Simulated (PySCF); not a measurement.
PySCF input file for HS, SMILES [SH] (connectivity only; charge and spin as stated), charge -1, multiplicity 1, SMD-ωB97X/def2-SVPD. Geometry optimised at B3LYP-D3(BJ)/def2-TZVPD. The spin state was assumed, not searched.

```python
import numpy as np
from pyscf import gto, scf, dft
from pyscf.solvent import smd

mol = gto.M(
    atom='''
    S     0.00000000    0.00000000   -0.07927358
    H     0.00000000    0.00000000    1.26837735
    ''',
    basis='def2-SVPD',
    charge=-1,
    spin=0,
    max_memory=1600,
    verbose=3,
)
mf = dft.RKS(mol, xc='wb97x').density_fit(auxbasis='def2-universal-jkfit')
mf.grids.level = 3
mf.conv_tol = 1e-9
mf.max_cycle = 100
mf.kernel()
res = {}
for name in ['water', 'chloroform', 'toluene']:
    s = mf.SMD()
    s.with_solvent.solvent, s.with_solvent.sasa_ng = name, 302
    s.kernel(mf.make_rdm1())
    res[name] = (s.e_tot, s.with_solvent.get_cds(), s.dip_moment(), s.mo_energy, s.converged)
    print(f'SMD {name}: dG(solv) = {(s.e_tot - mf.e_tot) * 627.509474:.3f} kcal/mol, of which CDS {res[name][1] * 627.509474:.3f}')
```

Output:

```
converged SCF energy = -398.704315605104
converged SCF energy = -398.803199881769

WARN: System has nonzero charge -1; the dipole moment is origin-dependent.
Location of origin: [0. 0. 0.]

Dipole moment(X, Y, Z, Debye): -0.00000, -0.00000,  0.89282
SMD water: dG(solv) = -62.051 kcal/mol, of which CDS 0.231
converged SCF energy = -398.786064689697

WARN: System has nonzero charge -1; the dipole moment is origin-dependent.
Location of origin: [0. 0. 0.]

Dipole moment(X, Y, Z, Debye): -0.00000, -0.00000,  0.79919
SMD chloroform: dG(solv) = -51.298 kcal/mol, of which CDS -1.829
converged SCF energy = -398.764920090635

WARN: System has nonzero charge -1; the dipole moment is origin-dependent.
Location of origin: [0. 0. 0.]

Dipole moment(X, Y, Z, Debye):  0.00000,  0.00000,  0.73279
SMD toluene: dG(solv) = -38.030 kcal/mol, of which CDS -1.829
```

The run converged.
